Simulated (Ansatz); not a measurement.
# BH₄S radical (built from SMILES B.[SH]): a barrier at many levels of theory

How high is the barrier of this step (H1–S3 formed, H1–B2 broken), and how far do cheaper methods land from CCSD(T)?

The runs use Ansatz 0.2.0, Gaussian basis; single points in def2-TZVPP on PBE0-D4/def2-TZVP structures.

Levels: SPW92, PBE-D4, BLYP-D4, r2SCAN-D4, B97M-V, PBE0-D4, B3LYP-D4, r2SCAN0-D4, BHLYP-D4, CAM-B3LYP-D4, wB97X-V, wB97M-V, B2PLYP, PBE-QIDH, RPA on PBE, Hartree-Fock, MP2, CCSD, CCSD(T). The reference is CCSD(T) at the basis limit, from triple and quadruple zeta. Zero-point energies come from PBE0-D4 vibrations.

Correlated methods freeze the cores. Orbitals are unrestricted. B3LYP uses VWN-RPA correlation. B2PLYP carries no dispersion term here.

23 further runs of the same task are left out: 23 set aside as unsound or not needed.

## Step 1: The three structures

Charge 0, multiplicity 2. The folders r, ts and p hold the start, the saddle and the end; their coordinates stand in the first inputs.

```
 pair  r (Å)  ts (Å)  p (Å)
H1–S3  2.284   1.394  1.362
H1–B2  1.267   1.850  2.593
```

## Step 2: wB97M-V/def2-TZVPP

The input, r/in.yaml:

```yaml
crystal:
  periodic: [false, false, false]
  atoms:
    - {symbol: H, position_ang: [-0.676257, -0.032012, 1.072743]}
    - {symbol: B, position_ang: [-0.142960, 0.530824, 0.070257]}
    - {symbol: S, position_ang: [-0.113426, -1.035302, -0.900863]}
    - {symbol: H, position_ang: [0.932074, 0.893247, 0.477107]}
    - {symbol: H, position_ang: [-0.916506, 1.302804, -0.421068]}
    - {symbol: H, position_ang: [0.917073, -1.659459, -0.298278]}
basis:
  gaussian: {orbitals: def2-TZVPP}
magnetization: {spin_polarized: true, initial_magnetization: 1}
hamiltonian: {xc: {name: wB97M-V}}
```

The input, ts/in.yaml:

```yaml
crystal:
  periodic: [false, false, false]
  atoms:
    - {symbol: H, position_ang: [-0.878208, -0.692014, 0.357998]}
    - {symbol: B, position_ang: [0.085580, 0.835380, -0.044696]}
    - {symbol: S, position_ang: [-0.036706, -0.956960, -0.721635]}
    - {symbol: H, position_ang: [1.158076, 1.274534, 0.215019]}
    - {symbol: H, position_ang: [-1.001641, 1.304368, 0.071057]}
    - {symbol: H, position_ang: [0.672896, -1.765207, 0.122156]}
basis:
  gaussian: {orbitals: def2-TZVPP}
magnetization: {spin_polarized: true, initial_magnetization: 1}
hamiltonian: {xc: {name: wB97M-V}}
```

The input, p/in.yaml:

```yaml
crystal:
  periodic: [false, false, false]
  atoms:
    - {symbol: H, position_ang: [-1.101267, -1.258142, -0.565393]}
    - {symbol: B, position_ang: [0.165346, 0.924721, 0.028001]}
    - {symbol: S, position_ang: [0.190457, -0.842727, -0.450969]}
    - {symbol: H, position_ang: [1.033604, 1.529356, -0.515462]}
    - {symbol: H, position_ang: [-0.611621, 1.299091, 0.847588]}
    - {symbol: H, position_ang: [0.323477, -1.652197, 0.656131]}
basis:
  gaussian: {orbitals: def2-TZVPP}
magnetization: {spin_polarized: true, initial_magnetization: 1}
hamiltonian: {xc: {name: wB97M-V}}
```

The command line of these runs was not kept.

Log of r, cut to the lines that bear on the results:

```text
Functional definition: wB97M-V
  name "wB97M-V"
  cite "Mardirossian & Head-Gordon, J. Chem. Phys. 144, 214110 (2016) doi:10.1063/1.4952647"
  cite "Becke, J. Chem. Phys. 107, 8554 (1997) doi:10.1063/1.475007"
  cite "Vydrov & Van Voorhis, J. Chem. Phys. 133, 244103 (2010) doi:10.1063/1.3521275"
  # Of w^i u^j: cxij and so on, Table III.
[...]
  gx(w, u) = 1 - cx + cx01*u + cx10*w
  gss(w, u) = css00 + css04*u^4 + css10*w + css20*w^2 + css43*w^4*u^3
  gos(w, u) = cos00 + cos10*w + (cos20 + cos21*u)*w^2 + (cos60 + cos61*u)*w^6
[...]
      + integral(e_c_pw_mod_opposite_spin*gos(b97_w_opposite, b97_u_opposite)) + vv10(b, c)
696 factors; their error is unknown
174 factors; integrals over basis functions are off by at most 1.9e-5 eV
[...]
mean field -11574.41992776 eV, -425.3520869216 hartree, gradient 4.5e-5 eV, S^2 0.754394; 0 other end points of the search recorded, 0 dependent functions left out
reference -11574.41997135 eV, -425.3520885234 hartree; 13, 12 occupied and 116, 117 virtual orbitals, 696 factors
Total energy: -11574.41997135 eV, -425.3520885234 hartree
```

Output in ts, cut to the lines that bear on the results:

```text
[... 5 set-up lines as earlier in the session ...]
  # Of w^i u^j: cxij and so on, Table III.
[...]
  gx(w, u) = 1 - cx + cx01*u + cx10*w
  gss(w, u) = css00 + css04*u^4 + css10*w + css20*w^2 + css43*w^4*u^3
  gos(w, u) = cos00 + cos10*w + (cos20 + cos21*u)*w^2 + (cos60 + cos61*u)*w^6
[...]
      + integral(e_c_pw_mod_opposite_spin*gos(b97_w_opposite, b97_u_opposite)) + vv10(b, c)
696 factors; their error is unknown
175 factors; integrals over basis functions are off by at most 1.6e-5 eV
[...]
mean field -11573.14271972 eV, -425.3051503919 hartree, gradient 4.3e-5 eV, S^2 0.753560; 0 other end points of the search recorded, 0 dependent functions left out
reference -11573.14276336 eV, -425.3051519957 hartree; 13, 12 occupied and 116, 117 virtual orbitals, 696 factors
Total energy: -11573.14276336 eV, -425.3051519957 hartree
```

p printed, cut to the lines that bear on the results:

```text
[... 5 set-up lines as earlier in the session ...]
  # Of w^i u^j: cxij and so on, Table III.
[...]
  gx(w, u) = 1 - cx + cx01*u + cx10*w
  gss(w, u) = css00 + css04*u^4 + css10*w + css20*w^2 + css43*w^4*u^3
  gos(w, u) = cos00 + cos10*w + (cos20 + cos21*u)*w^2 + (cos60 + cos61*u)*w^6
[...]
      + integral(e_c_pw_mod_opposite_spin*gos(b97_w_opposite, b97_u_opposite)) + vv10(b, c)
696 factors; their error is unknown
175 factors; integrals over basis functions are off by at most 1.6e-5 eV
[...]
mean field -11573.77793670 eV, -425.3284941853 hartree, gradient 5.8e-5 eV, S^2 0.752728; 0 other end points of the search recorded, 0 dependent functions left out
reference -11573.77798112 eV, -425.3284958178 hartree; 13, 12 occupied and 116, 117 virtual orbitals, 696 factors
Total energy: -11573.77798112 eV, -425.3284958178 hartree
```

Times: 3.4 s (r), 3.2 s (ts), 2.8 s (p) on 2 threads, shared host; peak memory 0.34 GiB.

This gives 29.5 kcal/mol for the barrier and +14.8 kcal/mol for the step.

## Step 3: CCSD(T)/def2-TZVPP

The same edit goes into each in.yaml of step 2 (r, ts, p):

```diff
-hamiltonian: {xc: {name: wB97M-V}}
+correlation: {method: ccsd_t}
+scf: {omitted_lower_state_checks: [cluster_reference]}
```

Output in r, cut to the lines that bear on the results:

```text
Functional definition: HF
  name "HF"
  cite "Fock, Z. Phys. 61, 126 (1930) doi:10.1007/BF01340294"
  parent pbe
[...]
726 factors; integrals over basis functions are off by at most 9.2e-4 eV
[...]
mean field -11551.19312165 eV, -424.4985175407 hartree, gradient 1.6e-6 eV, S^2 0.772762; 0 other end points of the search recorded, 0 dependent functions left out
6 core orbitals not correlated: weight in the atoms' cores, before any rotation towards them, 1.000 or more for the frozen orbitals, at most 0.000 for the correlated occupied ones
reference -11551.19312165 eV, -424.4985175407 hartree; 7, 6 occupied and 116, 117 virtual orbitals, 726 factors
second order -8.20690531 eV of doubles, -0.00000000 eV of singles
cycle   1  -8.95104142 eV  change   -7.4e-1 eV  update   7.8e-2
[...]
cycle  12  -9.31286213 eV  change    1.4e-6 eV  update   1.3e-5
perturbative correction -0.38672302 eV, -0.0142118090 hartree
Total energy: -11560.89270681 eV, -424.8549707207 hartree
Checks for a lower state left out: cluster_reference
```

Output in ts, cut to the lines that bear on the results:

```text
[... 4 set-up lines as earlier in the session ...]
[...]
731 factors; integrals over basis functions are off by at most 8.2e-4 eV
[...]
mean field -11549.79067696 eV, -424.4469786491 hartree, gradient 2.2e-6 eV, S^2 0.772050; 0 other end points of the search recorded, 0 dependent functions left out
6 core orbitals not correlated: weight in the atoms' cores, before any rotation towards them, 1.000 or more for the frozen orbitals, at most 0.000 for the correlated occupied ones
reference -11549.79067696 eV, -424.4469786491 hartree; 7, 6 occupied and 116, 117 virtual orbitals, 731 factors
second order -8.44410738 eV of doubles, -0.00000000 eV of singles
cycle   1  -9.12186637 eV  change   -6.8e-1 eV  update   6.9e-2
[...]
cycle  12  -9.43986671 eV  change    4.2e-6 eV  update   1.4e-5
perturbative correction -0.40309727 eV, -0.0148135515 hartree
Total energy: -11559.63364094 eV, -424.8087009035 hartree
Checks for a lower state left out: cluster_reference
```

Log of p, cut to the lines that bear on the results:

```text
[... 4 set-up lines as earlier in the session ...]
[...]
731 factors; integrals over basis functions are off by at most 8.5e-4 eV
[...]
mean field -11550.66285201 eV, -424.4790304910 hartree, gradient 3.6e-6 eV, S^2 0.763129; 0 other end points of the search recorded, 0 dependent functions left out
6 core orbitals not correlated: weight in the atoms' cores, before any rotation towards them, 1.000 or more for the frozen orbitals, at most 0.000 for the correlated occupied ones
reference -11550.66285201 eV, -424.4790304910 hartree; 7, 6 occupied and 116, 117 virtual orbitals, 731 factors
second order -8.21794321 eV of doubles, -0.00000000 eV of singles
cycle   1  -8.95089555 eV  change   -7.3e-1 eV  update   6.6e-2
[...]
cycle  10  -9.25450340 eV  change    5.1e-6 eV  update   1.3e-5
perturbative correction -0.36353719 eV, -0.0133597454 hartree
Total energy: -11560.28089261 eV, -424.8324869634 hartree
Checks for a lower state left out: cluster_reference
```

Wall times: 9 s (r), 12 s (ts), 8.5 s (p) on 2 threads, shared host; peak memory 1.4 GiB.

At this level: barrier 29.0 kcal/mol, step energy +14.1 kcal/mol.

## Step 4: MP2/def2-QZVPP

Each input of step 3 (r, ts, p) changes in the same lines:

```diff
-  gaussian: {orbitals: def2-TZVPP}
+  gaussian: {orbitals: "def2-QZVPP.json"}
-correlation: {method: ccsd_t}
+correlation: {method: mp2}
```

The basis file named in the input lies beside it (Basis Set Exchange, JSON).

Log of r:

```text
[... 4 set-up lines as earlier in the session ...]
  exchange = exact_x
  correlation = 0
these checks for a lower state are left out or cut short: cluster_reference
1449 factors; integrals over basis functions are off by at most 6.8e-4 eV
mean field evaluation 1: about -11549.9841 eV, gradient 1.4e1 eV
mean field evaluation 2: about -11549.9860 eV, gradient 1.4e1 eV
mean field evaluation 4: about -11551.4573 eV, gradient 2.2e0 eV
mean field evaluation 8: about -11551.5374 eV, gradient 2.9e-1 eV
mean field -11551.54319477 eV, -424.5113824908 hartree, gradient 3.0e-6 eV, S^2 0.773702; 0 other end points of the search recorded, 0 dependent functions left out
6 core orbitals not correlated: weight in the atoms' cores, before any rotation towards them, 1.000 or more for the frozen orbitals, at most 0.000 for the correlated occupied ones
reference -11551.54319477 eV, -424.5113824908 hartree; 7, 6 occupied and 234, 235 virtual orbitals, 1449 factors
second order -8.80050872 eV of doubles, -0.00000000 eV of singles
Total energy: -11560.34370349 eV, -424.8347952209 hartree
Checks for a lower state left out: cluster_reference
```

Output in ts:

```text
[... 6 set-up lines as earlier in the session ...]
these checks for a lower state are left out or cut short: cluster_reference
1454 factors; integrals over basis functions are off by at most 7.6e-4 eV
mean field evaluation 1: about -11548.5835 eV, gradient 1.3e1 eV
mean field evaluation 2: about -11548.5859 eV, gradient 1.3e1 eV
mean field evaluation 4: about -11550.1017 eV, gradient 2.0e0 eV
mean field evaluation 8: about -11550.1490 eV, gradient 1.5e-1 eV
mean field -11550.14990215 eV, -424.4601799312 hartree, gradient 2.2e-6 eV, S^2 0.772318; 0 other end points of the search recorded, 0 dependent functions left out
6 core orbitals not correlated: weight in the atoms' cores, before any rotation towards them, 1.000 or more for the frozen orbitals, at most 0.000 for the correlated occupied ones
reference -11550.14990215 eV, -424.4601799312 hartree; 7, 6 occupied and 234, 235 virtual orbitals, 1454 factors
second order -9.06823475 eV of doubles, -0.00000000 eV of singles
Total energy: -11559.21813690 eV, -424.7934314116 hartree
Checks for a lower state left out: cluster_reference
```

Log of p:

```text
[... 6 set-up lines as earlier in the session ...]
these checks for a lower state are left out or cut short: cluster_reference
1455 factors; integrals over basis functions are off by at most 9.3e-4 eV
mean field evaluation 1: about -11549.2064 eV, gradient 1.4e1 eV
mean field evaluation 2: about -11549.2086 eV, gradient 1.4e1 eV
mean field evaluation 4: about -11550.9748 eV, gradient 2.0e0 eV
mean field evaluation 8: about -11551.0210 eV, gradient 1.1e-3 eV
mean field -11551.02096494 eV, -424.4921908985 hartree, gradient 3.3e-6 eV, S^2 0.763238; 0 other end points of the search recorded, 0 dependent functions left out
6 core orbitals not correlated: weight in the atoms' cores, before any rotation towards them, 1.000 or more for the frozen orbitals, at most 0.000 for the correlated occupied ones
reference -11551.02096494 eV, -424.4921908985 hartree; 7, 6 occupied and 234, 235 virtual orbitals, 1455 factors
second order -8.83680158 eV of doubles, -0.00000000 eV of singles
Total energy: -11559.85776652 eV, -424.8169373666 hartree
Checks for a lower state left out: cluster_reference
```

They took 5.5 s (r), 4.6 s (ts), 3.8 s (p) on 2 threads, shared host; peak memory 0.67 GiB.

Barrier 26.0 kcal/mol; end less start +11.2 kcal/mol.

## Step 5: Vibrations of the start structure

The input, vib-r/in.yaml:

```yaml
crystal:
  periodic: [false, false, false]
  atoms:
    - {symbol: H, position_ang: [-0.676257, -0.032012, 1.072743]}
    - {symbol: B, position_ang: [-0.142960, 0.530824, 0.070257]}
    - {symbol: S, position_ang: [-0.113426, -1.035302, -0.900863]}
    - {symbol: H, position_ang: [0.932074, 0.893247, 0.477107]}
    - {symbol: H, position_ang: [-0.916506, 1.302804, -0.421068]}
    - {symbol: H, position_ang: [0.917073, -1.659459, -0.298278]}
basis:
  gaussian: {orbitals: def2-TZVP}
magnetization: {spin_polarized: true, initial_magnetization: 1}
hamiltonian: {xc: pbe0, dispersion: d4}
phonons: {temperatures: {t_min: 298.15, t_max: 900, t_step: 200}}
```

Output, cut to the lines that bear on the results:

```text
Functional definition: PBE0
  name "PBE0"
  cite "Adamo & Barone, J. Chem. Phys. 110, 6158 (1999) doi:10.1063/1.478522"
  cite "Perdew, Burke & Ernzerhof, Phys. Rev. Lett. 77, 3865 (1996) doi:10.1103/PhysRevLett.77.3865"
[... 1 set-up line as earlier in the session ...]
[...]
616 factors; their error is unknown
[...]
mean field -11571.05720730 eV, -425.2285092240 hartree, gradient 6.1e-5 eV, S^2 0.756438; 0 other end points of the search recorded, 0 dependent functions left out
[...]
reference -11571.05723336 eV, -425.2285101816 hartree; 13, 12 occupied and 79, 80 virtual orbitals, 616 factors
[... from here to the last solve, the lines of the solves are left out (35 solves) ...]
616 factors; their error is unknown
mean field -11571.05719548 eV, -425.2285087896 hartree, gradient 2.1e-6 eV, S^2 0.756438; 0 other end points of the search recorded, 0 dependent functions left out
[...]
reference -11571.05722154 eV, -425.2285097472 hartree; 13, 12 occupied and 79, 80 virtual orbitals, 616 factors
Total energy: -11571.11624769 eV, -425.2306789183 hartree
Atom 0 at    -0.676257    -0.032012     1.072743 Å, force    -0.001700     0.000325     0.000096 eV/Å
Atom 1 at    -0.142960     0.530824     0.070257 Å, force     0.001588     0.001030    -0.000057 eV/Å
Atom 2 at    -0.113426    -1.035302    -0.900863 Å, force     0.003439    -0.001611     0.002207 eV/Å
Atom 3 at     0.932074     0.893247     0.477107 Å, force    -0.000027    -0.001180    -0.001051 eV/Å
Atom 4 at    -0.916506     1.302804    -0.421068 Å, force    -0.000253    -0.001091     0.000772 eV/Å
Atom 5 at     0.917073    -1.659459    -0.298278 Å, force    -0.003046     0.002527    -0.001968 eV/Å
Dipole moment:     0.155601    -0.402448    -0.051623 e Å
Vibrations: 268.10 427.36 603.89 673.99 832.38 904.71 943.76 1134.88 2079.55 2505.35 2616.63 2685.21 cm⁻¹, zero-point energy 0.971777 eV
```

Wall time 20 s (2 threads, shared host); peak memory 0.17 GiB.

The modes, with what each moves most:

| mode | wavenumber (cm⁻¹) | character |
| --- | --- | --- |
| 1 | 268 | torsion |
| 2 | 427 | bend |
| 3 | 604 | bend |
| 4 | 674 | B–S stretch |
| 5 | 832 | bend |
| 6 | 905 | bend |
| 7 | 944 | bend |
| 8 | 1135 | bend |
| 9 | 2080 | B–H stretch |
| 10 | 2505 | B–H stretch |
| 11 | 2617 | B–H stretch |
| 12 | 2685 | S–H stretch |

Vibrational sums (real modes only):

```
T (K)  entropy (J/mol/K)  heat capacity (J/mol/K)
  298               15.7                     28.6
  498               35.3                     47.7
  698               53.5                     60.2
  898               69.8                     69.3
```

## Step 6: Vibrations of the end structure

The input, vib-p/in.yaml:

```yaml
crystal:
  periodic: [false, false, false]
  atoms:
    - {symbol: H, position_ang: [-1.101267, -1.258142, -0.565393]}
    - {symbol: B, position_ang: [0.165346, 0.924721, 0.028001]}
    - {symbol: S, position_ang: [0.190457, -0.842727, -0.450969]}
    - {symbol: H, position_ang: [1.033604, 1.529356, -0.515462]}
    - {symbol: H, position_ang: [-0.611621, 1.299091, 0.847588]}
    - {symbol: H, position_ang: [0.323477, -1.652197, 0.656131]}
basis:
  gaussian: {orbitals: def2-TZVP}
magnetization: {spin_polarized: true, initial_magnetization: 1}
hamiltonian: {xc: pbe0, dispersion: d4}
phonons: {temperatures: {t_min: 298.15, t_max: 900, t_step: 200}}
```

Output, cut to the lines that bear on the results:

```text
[... 5 set-up lines as earlier in the session ...]
[...]
616 factors; their error is unknown
[...]
mean field -11570.43873539 eV, -425.2057808007 hartree, gradient 1.8e-5 eV, S^2 0.755009; 0 other end points of the search recorded, 0 dependent functions left out
[...]
reference -11570.43876599 eV, -425.2057819252 hartree; 13, 12 occupied and 79, 80 virtual orbitals, 616 factors
[... from here to the last solve, the lines of the solves are left out (35 solves) ...]
616 factors; their error is unknown
mean field -11570.43870080 eV, -425.2057795292 hartree, gradient 1.0e-6 eV, S^2 0.754996; 0 other end points of the search recorded, 0 dependent functions left out
[...]
reference -11570.43873140 eV, -425.2057806538 hartree; 13, 12 occupied and 79, 80 virtual orbitals, 616 factors
Total energy: -11570.49818541 eV, -425.2079655483 hartree
Atom 0 at    -1.101267    -1.258142    -0.565393 Å, force     0.003177    -0.000568     0.001040 eV/Å
Atom 1 at     0.165346     0.924721     0.028001 Å, force    -0.003072     0.001031    -0.004347 eV/Å
Atom 2 at     0.190457    -0.842727    -0.450969 Å, force     0.000369     0.000090     0.003230 eV/Å
Atom 3 at     1.033604     1.529356    -0.515462 Å, force    -0.000088     0.000006     0.001171 eV/Å
Atom 4 at    -0.611621     1.299091     0.847588 Å, force     0.002861    -0.001239     0.001408 eV/Å
Atom 5 at     0.323477    -1.652197     0.656131 Å, force    -0.003246     0.000680    -0.002502 eV/Å
Dipole moment:    -0.162753    -0.629579     0.017653 e Å
Vibrations: 100.77 511.31 637.87 694.62 719.97 868.54 1118.01 1264.63 2270.32 2488.48 2605.60 2736.16 cm⁻¹, zero-point energy 0.992883 eV
```

Wall time 21 s (2 threads, shared host); peak memory 0.17 GiB.

The modes, with what each moves most:

```csv
mode,wavenumber (cm⁻¹),character
1,101,torsion
2,511,torsion with out-of-plane bend
3,638,bend
4,695,B–S stretch
5,720,bend
6,869,bend
7,1118,bend
8,1265,bend
9,2270,S–H stretch
10,2488,S–H stretch
11,2606,B–H stretch
12,2736,B–H stretch
```

Vibrational sums (real modes only):

```csv
T (K),entropy (J/mol/K),heat capacity (J/mol/K)
298,22.2,28.2
498,41.3,46.5
698,59.1,58.9
898,75.1,68.2
```

## Step 7: All levels side by side

Levels not printed above were run the same way.

The basis limit takes Hartree-Fock with exponent 7.88 and MP2 correlation with exponent 2.97 from the triple- and quadruple-zeta runs, and adds the coupled-cluster step over MP2 from triple zeta. Where a quadruple-zeta run was CCSD(T), only its Hartree-Fock and MP2 parts are used.

Rows are in def2-TZVPP; times add the 3 runs of a level on a shared host, so small differences are noise.

The saddle's own vibrations were run with its search: 842i cm⁻¹, zero-point energy 0.944 eV.

The barrier:

Differences are taken before rounding.

```csv
method,rung,barrier (kcal/mol),from CCSD(T)/CBS (kcal/mol),time
SPW92,LDA,29.2,+1.7,1.9 s
PBE-D4,GGA,28.8,+1.2,2.9 s
BLYP-D4,GGA,31.0,+3.4,2.9 s
r2SCAN-D4,meta-GGA,28.4,+0.9,5.2 s
B97M-V,meta-GGA,29.2,+1.6,9.1 s
PBE0-D4,hybrid,28.7,+1.1,3.6 s
B3LYP-D4,hybrid,30.9,+3.3,3.6 s
r2SCAN0-D4,hybrid,28.5,+0.9,5.3 s
BHLYP-D4,hybrid,31.4,+3.9,4 s
CAM-B3LYP-D4,range-separated hybrid,31.2,+3.6,3.9 s
wB97X-V,range-separated hybrid,30.7,+3.1,10 s
wB97M-V,range-separated hybrid,29.5,+1.9,9.4 s
B2PLYP,double hybrid,30.1,+2.5,5.1 s
PBE-QIDH,double hybrid,28.4,+0.8,5.9 s
RPA on PBE,RPA,30.4,+2.8,5.2 s
Hartree-Fock,wavefunction,32.3,+4.8,
MP2,wavefunction,26.9,-0.7,
CCSD,wavefunction,29.4,+1.8,
CCSD(T),wavefunction,29.0,+1.5,29 s
CCSD(T)/CBS,,27.6,0,43 s
```

Among the levels timed on like hardware and quicker than the yardstick, those that no quicker one beats, quickest first: SPW92 (1.9 s, +1.7 kcal/mol); PBE-D4 (2.9 s, +1.2 kcal/mol); PBE0-D4 (3.6 s, +1.1 kcal/mol); r2SCAN-D4 (5.2 s, +0.9 kcal/mol); PBE-QIDH (5.9 s, +0.8 kcal/mol).

PBE-QIDH reaches 0.8 kcal/mol from the reference in 5.9 s, where CCSD(T)/CBS took 43 s; the quickest level in the cost chart, SPW92, takes 1.9 s and misses by 1.7 kcal/mol.

The step energy:

Differences are taken before rounding.

```csv
method,rung,step energy (kcal/mol),from CCSD(T)/CBS (kcal/mol)
SPW92,LDA,17.1,+4.2
PBE-D4,GGA,15.7,+2.8
BLYP-D4,GGA,17.0,+4.1
r2SCAN-D4,meta-GGA,14.1,+1.2
B97M-V,meta-GGA,14.4,+1.5
PBE0-D4,hybrid,14.1,+1.2
B3LYP-D4,hybrid,15.7,+2.8
r2SCAN0-D4,hybrid,13.2,+0.3
BHLYP-D4,hybrid,14.4,+1.5
CAM-B3LYP-D4,range-separated hybrid,15.4,+2.5
wB97X-V,range-separated hybrid,15.1,+2.2
wB97M-V,range-separated hybrid,14.8,+1.9
B2PLYP,double hybrid,14.9,+2.0
PBE-QIDH,double hybrid,13.0,+0.1
RPA on PBE,RPA,16.0,+3.2
Hartree-Fock,wavefunction,12.2,-0.7
MP2,wavefunction,12.0,-0.9
CCSD,wavefunction,13.6,+0.7
CCSD(T),wavefunction,14.1,+1.2
CCSD(T)/CBS,,12.9,0
```

## Step 8: Outcome

| quantity | value |
| --- | --- |
| barrier, CCSD(T)/CBS | 27.6 kcal/mol |
| reverse barrier, CCSD(T)/CBS | 14.7 kcal/mol |
| step energy, CCSD(T)/CBS | +12.9 kcal/mol |
| barrier with zero-point energy | 26.9 kcal/mol |
| step energy with zero-point energy | +13.4 kcal/mol |
| imaginary mode at the saddle | 842i cm⁻¹ |
| largest T1 diagnostic | 0.026 |

What this shows: Among the functionals PBE-QIDH lands nearest to CCSD(T)/CBS (+0.8 kcal/mol) and BHLYP-D4 farthest (+3.9 kcal/mol). Mean unsigned error by rung: LDA 1.7, GGA 2.3, meta-GGA 1.3, hybrid 2.3, range-separated hybrid 2.9, double hybrid 1.7 kcal/mol. PBE-D4 gives a barrier 1.2 kcal/mol too high, outside chemical accuracy (1 kcal/mol). Hartree-Fock, with no correlation, is off by +4.8 kcal/mol. Zero-point motion lowers the barrier by 0.6 kcal/mol.
